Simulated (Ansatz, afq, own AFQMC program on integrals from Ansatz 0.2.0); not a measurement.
# S, quintet in 6-31G, levels against full CI

A free S atom.

Basis 6-31G. Only valence electrons are correlated. AFQMC by an in-house program on the Cholesky factors that Ansatz 0.2.0 writes for its CCSD(T) run. ph-AFQMC/CISD is guided by a CISD state made of CCSD amplitudes; releasing the constraint for a short imaginary time cuts its bias at the price of noise, slowly where states lie close. Free projection: walkers drawn from exp(T), propagated without any constraint. Its projection time is finite, and what remains of the start isn't in its error. Error bars are statistical, one sigma.

Determinant: UHF, the one that the program's search chose, which needn't be the lowest solution.

Full CI is exact in this basis; its frozen core comes from its own orbitals, which moves totals by up to a few meV.

Cautions: another spin lies lower (by 11.11 eV); in this basis the state lies above a state of the ion, a sign that the basis lacks the diffuse functions it needs, so its energy is an artefact of the basis; full CI with its own frozen core.

* T1 diagnostic: 0.0046
* weight of the determinant in the CISD state: 0.956
* ⟨S²⟩ of the determinant: 6.000
* size of the correlated space: 6 electrons in 8 orbitals

Reference: full CI, correlation energy -0.900 eV. The released energy is read at 1.50 1/Eh (meV from the phaseless value at times in 1/Eh: -0.3 ± 0.4 at 0.24, -0.5 ± 0.4 at 0.50, -0.7 ± 0.3 at 1.00, -0.8 ± 0.4 at 1.50). CCSDTQ lies 0.0 meV below full CI, in part by the other frozen core, which shifts every row alike, so rows that close can't be ranked against it.

| level | E − E(reference) (mEh) | share of correlation (%) |
| --- | --- | --- |
| HF | 33.06 | 0.00 |
| MP2 | 14.26 | 56.86 |
| CCSD | 0.32 | 99.04 |
| CCSD(T) | 0.08 | 99.75 |
| CCSDT | -0.01 | 100.02 |
| CCSDT(Q) | 0.00 | 100.01 |
| CCSDTQ | 0.00 | 100.00 |
| ph-AFQMC/CISD | 0.02 ± 0.01 | 99.93 |
| released AFQMC | -0.01 ± 0.01 | 100.03 |
| free AFQMC | -0.02 ± 0.01 | 100.07 |

CCSDT and higher add their correlation energy to the determinant of the CCSD(T) run, since their own runs factorise the integrals more tightly (a shift of under 2 meV). Free projections are given only where their last times agree within the noise and don't stop above the reference; a slow remainder of the start can still hide under it. A walk keeps the symmetry of its determinant, which the program's search chose and which needn't be the lowest solution, so a lower state of the same spin and another symmetry isn't excluded. Released energies are given only where the last usable release times agree within the noise; a slower fall can still hide under it.
